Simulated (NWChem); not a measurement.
methanethiol (CH₄S); SMILES CS

All runs: NWChem. Pople sets run with spherical d functions. Coordinates come from a PBE-D3(BJ)/def2-SVP optimisation. Solvent water, SMD (1 M gas to 1 M solution), gas-phase geometry.

Task: Order these by “dipole in solution (D)”, lowest first: M06-2X/6-311++G**; M06-2X/3-21G; M06-2X/STO-3G.

Result: M06-2X/STO-3G (1.06), M06-2X/6-311++G** (2.23), M06-2X/3-21G (2.42)
